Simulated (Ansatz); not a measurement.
Program: Ansatz. Geometries: PBE0-D4/def2-TZVP. ΔE: electronic, gas phase. CBS: def2 TZ/QZ extrapolation, frozen cores. DFT in def2-TZVPP. B3LYP here is the variant with VWN-RPA as its local correlation; programs differ in this. Open shells (•) are unrestricted, without spin–orbit coupling. Spin–orbit coupling would lower the free atoms: a little for Cl.

Reaction (homolysis of the C–Cl bond): `FCCl` → `[CH2]F`• + Cl•

`FCCl`:

Z-matrix (Å, degrees):
```
C
F 1 1.355
Cl 1 1.766 2 110.5
H 1 1.089 2 109.3 3 -118.4
H 1 1.089 2 109.3 3 118.4
```

`[CH2]F`•:

Z-matrix (Å, degrees):
```
C
F 1 1.331
H 1 1.082 2 115.1
H 1 1.082 2 115.1 3 -155.6
```

Question: What is ΔE at CCSD(T)/CBS? (Estimate.)

Answer: The calculation gave: +371.1 kJ/mol.

Question: What do these levels give: B3LYP-D4, B2PLYP, BLYP, SCS-MP2/def2-TZVPP, CCSD(T)/def2-QZVPP, CCSD/CBS(def2), MP2/cc-pV(D+d)Z, CCSD/cc-pV(D+d)Z, HF/cc-pV(Q+d)Z, MP2/cc-pV(Q+d)Z, CCSD(T)/cc-pV(Q+d)Z, MP2/CBS(cc)? (An estimate is asked.)

Answer: The calculation gave: B3LYP-D4 350.2, B2PLYP 353.0, BLYP 342.4, SCS-MP2/def2-TZVPP 367.7, CCSD(T)/def2-QZVPP 364.4, CCSD/CBS(def2) 356.2, MP2/cc-pV(D+d)Z 352.0, CCSD/cc-pV(D+d)Z 324.0, HF/cc-pV(Q+d)Z 229.1, MP2/cc-pV(Q+d)Z 387.4, CCSD(T)/cc-pV(Q+d)Z 364.5, MP2/CBS(cc) 394.7 kJ/mol.

Largest T1 diagnostic among the species: 0.015.

From BLYP to BHLYP (50 % exact exchange), in def2-TZVPP and without D4, ΔE moves by −12.9 kJ/mol: exact exchange takes away binding that semilocal exchange gives to molecules. Leaving LDA and LC-ωPBE aside and taking each functional with its dispersion term where it has one, the values, not all of them listed here, spread over 43.6 kJ/mol, from BHLYP-D4 to PBE-D4. LDA lies +72.9 kJ/mol from PBE without D4, its usual overbinding. In def2-TZVPP, CCSD(T) changes the Hartree–Fock value by +126.7 kJ/mol (the triples alone add +13.1 kJ/mol) and MP2 by +149.5 kJ/mol; breaking electron pairs costs correlation energy, which Hartree–Fock lacks.
